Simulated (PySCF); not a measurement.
**Structure elucidation problem**

An unknown has the formula C₈H₈O. Its calculated NMR data are:

1H NMR (600 MHz, computed): δ 7.12 (dq, J = 8.2, 1.3 Hz, 1H), 7.01 (tq, J = 8.6, 1.1 Hz, 1H), 6.72 (t, J = 8.2 Hz, 1H), 6.60 (d, J = 9.0 Hz, 1H), 4.58 (m, 2H), 3.24 (m, 2H).

13C{1H} NMR (computed): δ 163.6 (C), 131.0 (CH), 127.4 (C), 126.9 (CH), 121.8 (CH), 110.6 (CH), 74.1 (CH2), 33.7 (CH2).

A single conformation, one averaged value for each set of equivalent atoms, relativity neglected, no solvent. Coordinates at the PBE0-D3(BJ)/def2-SVP level; PBE/pcSseg-1 with gauge-including orbitals; J: B3LYP/pcJ-1 (without the spin–dipole term); PySCF.

Scale: TMS for 1H (31.20 ppm), 13C (180.03 ppm) (reference shieldings calculated alike).

Q: Choose the structure that fits.
A. c1ccc2c(c1)CCO2
B. CC(=O)c1ccccc1
C. c1ccc2c(c1)COC2

A: A. 

- The formula gives 5 degrees of unsaturation (2 rings in the answer).
- 8 carbon signals for 8 carbons: no two carbons are equivalent.
- Carbon types of the structure: 2 × C, 4 × CH, 2 × CH2, which accounts for all hydrogens.
- δC 163.6: aromatic carbon bearing oxygen; the electronegative substituent deshields the carbon that carries it.
- δC 131.0, 126.9, 121.8, 110.6: aromatic CH.
- δC 127.4: substituted aromatic carbon.
- δC 74.1: sp3 CH2 bonded to O; the inductive effect lowers its shielding.
- δH 7.12, 7.01, 6.72, 6.60: hydrogen on an aromatic CH.
- The protons at 7.01 and 6.60 share a coupling of 9.0 Hz (vicinal, an ortho-type coupling).
- The protons at 6.72 and 7.01 share a coupling of 8.3 Hz (vicinal, an ortho-type coupling).
- The protons at 6.72 and 7.12 share a coupling of 8.2 Hz (vicinal, an ortho-type coupling).

The others: CC(=O)c1ccccc1 would give 6 carbon signals, not 8; c1ccc2c(c1)COC2 would give 4 carbon signals, not 8.

Multiplet labels drop couplings under 1 Hz and merge nearly equal ones. Couplings among chemically equivalent protons are left out too, so labels in AA′BB′ or AA′XX′ sets are apparent multiplicities. Unscaled 3J(H,H) at this level run about 10 % above measured values. Shifts are as computed. Against solution values, carbons near 30 ppm lie about +2 ppm off and those near 130 ppm about +2 ppm. Of 1211 compounds with measured shifts, 218 miss one by over three times the rms of a fit or turn the order of signals round; such compounds aren't used in these exercises.
